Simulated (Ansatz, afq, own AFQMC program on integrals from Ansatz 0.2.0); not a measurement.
AFQMC on a folder of integrals that Ansatz 0.2.0 wrote.

```yaml
crystal:
  periodic: [false, false, false]
  atoms:
    - {symbol: N, position_ang: [-0.044522, -0.153824, 0.800345]}
    - {symbol: C, position_ang: [0.132839, 0.129213, -0.906276]}
    - {symbol: H, position_ang: [-0.297103, 0.719656, 1.280142]}
    - {symbol: H, position_ang: [-0.667122, -0.121778, -1.602762]}
basis:
  gaussian: {orbitals: cc-pVDZ}
magnetization: {spin_polarized: true, initial_magnetization: 3}
correlation: {method: ccsd_t, electrons: outside_noble_gas, hamiltonian_folder: ham}
```

```sh
$ ansatz run in.yaml --threads 1 --pin off --events-out ev --progress --plain --max-ram 1382MiB
```

afq runs on the folder ham with

```
--method phaseless --trial hf --walkers 120 --populations 1 --least-time 40 --time-step 0.005 --steps-per-block 20 --equilibration-blocks 112 --max-blocks 600 --target-error 0.0012000 --factor-cut 1e-05 --start spin_pure --seed 6046 --taylor-order 6
```

Times are imaginary, in 1/Eh. The walk had a cap of 1161 s.

Log:

```
orbitals 36  electrons 7 4  factors 272 of 359
reference energy -93.28441744 Eh
CCSD correlation -0.25458522 Eh in 16 cycles, weight of the determinant in the CISD state 0.8927
energy of the start -93.284842 Eh
 block  time / (1/Eh)  mean weight  energy / Eh
     1     0.100  1.0020  -93.349948
     2     0.200  1.0028  -93.391362
     3     0.300  1.0018  -93.426738
     4     0.400  1.0035  -93.465164
     5     0.500  1.0024  -93.486986
    10     1.000  0.9990  -93.508687
    52     5.200  0.9991  -93.513547
    86     8.600  1.0001  -93.531050
   171    17.100  1.0008  -93.550264
   256    25.600  0.9999  -93.521674
   341    34.100  1.0010  -93.562128
   426    42.600  0.9992  -93.561900
   511    51.100  1.0002  -93.547448
   596    59.600  0.9997  -93.565838
   664    66.400  1.0007  -93.586940
   681    68.100  0.9986  -93.539414
   698    69.800  0.9998  -93.579428
blocks merged  error / Eh  count
     1  0.000819  600
     2  0.001077  300
     4  0.001375  150
     8  0.001783  75
    16  0.002046  37
    32  0.002203  18
    64  0.002921  9
energy -93.545077 +/- 0.002203 Eh
(rows thinned)
```

The run passed its tests (sampling time, drift between the halves within three errors, error under three times the target), which doesn't prove that it has relaxed. The second half of the sampling lies below the first by 2.1 errors of their difference, so the energy may still be moving and its error bar be too small.

Against this walk (error 59.9 meV) on the same determinant: CCSD(T) 25.2 meV lower (within the noise), CCSDT(Q) 73.0 meV lower (within the noise), a separate phaseless walk with a CISD trial and standard settings 58.0 ± 61.4 meV lower (within the noise). The error is statistical and leaves out the bias of the constraint.

Cautions: constraint bias not in the error; error above the target (59.9 against 32.7 meV); lower spins were not checked.

The walk took 110 s on 1 thread of AMD EPYC 9R45 96-Core Processor (Zen 5) (shared host). The log's last line is the phaseless energy.

CCSDT and higher add their correlation energy to the determinant of the CCSD(T) run, since their own runs factorise the integrals more tightly (a shift of under 2 meV).
